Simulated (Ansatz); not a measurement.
Born–Oppenheimer molecular dynamics of CH$_{8}$BN (11 atoms, charge 0, multiplicity 1). It starts at the highest image of a converged band. Of that band: Neighbouring images differ by up to 1.4 eV, so the band resolves the path poorly. A vibrational analysis at the climbing image gives one clearly imaginary mode, 1499i cm⁻¹: a first-order saddle point.

The calculation used Ansatz 0.2.0, RKS PBE0-D4/def2-mTZVP.

* ensemble: NVE (velocity Verlet)
* time step: 0.5 fs
* steps asked: 200
* starting velocities drawn for: 100 K
* seed: 8793

First frame:

```xyz
11
Properties=species:S:1:pos:R:3
B -0.284 0.152 -0.713
N 1.269 0.359 -0.586
H -0.586 -0.785 -1.397
H -0.887 1.179 -0.859
H 0.508 -0.040 0.455
C -0.699 -0.383 0.985
H 1.617 1.305 -0.644
H 1.867 -0.289 -1.076
H -1.748 -0.433 0.692
H -0.644 0.317 1.824
H -0.415 -1.383 1.320
```

Question: How far do the bonds stretch over the last three quarters of this one trajectory? (Pairs bonded in most of those frames.)

Answer: 
```tsv
bond	mean (Å)	spread (Å)	shortest	longest
B1–N2	1.403	0.034	1.37	1.53
B1–H3	1.200	0.036	1.14	1.25
B1–H4	1.198	0.022	1.16	1.23
N2–H7	1.011	0.004	1.00	1.02
N2–H8	1.010	0.003	1.01	1.02
H5–C6	1.100	0.057	1.00	1.19
C6–H9	1.091	0.015	1.07	1.12
C6–H10	1.095	0.031	1.04	1.15
C6–H11	1.093	0.013	1.06	1.12
```

Mean temperature of the second half: 1804 K. The conserved energy stayed within 0.21 meV per atom of its start (net change 0.023 meV per atom), so the integration is sound. The system heated up, since it started high on the potential surface and ran downhill. A run of 0.1 ps of so small a system gives no equilibrium averages. The orbitals stay closed-shell, which can raise the energy where a bond breaks towards radicals; this wasn't checked here.

Run time: 3.8 min on 2 threads of Arm Neoverse V2 (shared host), peak memory 0.17 GiB.
